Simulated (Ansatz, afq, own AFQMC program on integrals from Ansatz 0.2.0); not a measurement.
**Atomization energy of HO, doublet**

```xyz
2

O     0.0000    0.0000    0.0000
H     0.0000    0.0000    0.9731
```

Atoms in their ground-state spins without spin–orbit coupling (mostly on UHF) minus the molecule (UHF), without zero-point energy. The geometry is a stationary point, not shown to be a minimum.

Basis cc-pVTZ. Noble-gas cores (and the filled d shells of Ga–Kr and In–Xe) are frozen. Integrals, coupled cluster, full CI and functionals: Ansatz 0.2.0; the random walks run on the same integrals in our own AFQMC program. ph-AFQMC/CISD is guided by a CISD state made of CCSD amplitudes; releasing the constraint for a short imaginary time cuts its bias at the price of noise, slowly where states lie close. Free projection: walkers drawn from exp(T), propagated without any constraint. Its projection time is finite, and what remains of the start isn't in its error. Uncertainties: one standard error, sampling alone. The errors of all members are added in quadrature.

No full CI on the walks' own integrals is used here; CCSDT(Q) serves as the reference and is uncertain by about the last step of the cluster series. Each member takes its own surest rung, up to full CI.

The best estimate is CCSD(T) at the basis-set limit (CBS: def2-TZVPP and def2-QZVPP, with their diffuse functions for anions and beside diffuse sets, CCSD(T) itself extrapolated) plus the step from CCSD(T) to CCSDT(Q) in cc-pVTZ. Rows without CBS are in cc-pVTZ; B2PLYP and the wave-function rows carry a basis error of their own. Core correlation and relativity beyond core potentials are missing, and ± holds the sampling alone.

Cautions: other spins of the molecule weren't checked.

Best estimate: 4.655 eV.

```tsv
level	atomization energy (eV)	error against the best estimate (eV)
HF	2.927	-1.728
MP2	4.467	-0.188
CCSD	4.402	-0.253
CCSD(T)	4.461	-0.194
CCSDT	4.461	-0.194
CCSDT(Q)	4.465	-0.190
ph-AFQMC/CISD	4.458 ± 0.008	-0.197 ± 0.008
released AFQMC	4.472 ± 0.010	-0.183 ± 0.010
free AFQMC	4.494 ± 0.016	-0.161 ± 0.016
HF/CBS	2.960	-1.695
MP2/CBS	4.673	0.018
CCSD(T)/CBS	4.651	-0.004
PBE	4.699	0.044
r2SCAN	4.656	0.001
PBE0	4.528	-0.127
B3LYP	4.629	-0.026
wB97M-V	4.602	-0.053
B2PLYP	4.549	-0.106
```

Correlation beyond CCSD(T) adds 0.004 eV. Going to the basis-set limit adds 0.190 eV at CCSD(T). The perturbative (T) step is worth +0.060 eV. The functionals spread over 0.171 eV; r2SCAN and B3LYP come nearest and PBE0 is 0.127 eV too low.

Best estimates are given only where the step beyond CCSD(T) is under 0.3 eV and no member's determinant is very poor (T1 over 0.05, or 0.07 for open shells, ⟨S²⟩ too high by 0.3, two states mixed), so the hardest cases are missing from such tables.

The functionals ran in a triple-zeta set and keep a basis error of their own, a few kJ/mol for each bond in atomization energies and more for double hybrids, so close places among them and the extrapolated levels can swap.

CCSDT and higher add their correlation energy to the determinant of the CCSD(T) run, since their own runs factorise the integrals more tightly (a shift of under 2 meV). Free projections are given only where their last times agree within the noise and don't stop above the reference; a slow remainder of the start can still hide under it. Each member of a difference takes its own highest rung, so a best estimate needn't equal the limit plus the step of one row. A walk keeps the symmetry of its determinant, which the program's search chose and which needn't be the lowest solution, so a lower state of the same spin and another symmetry isn't excluded. Released energies are given only where the last usable release times agree within the noise; a slower fall can still hide under it.
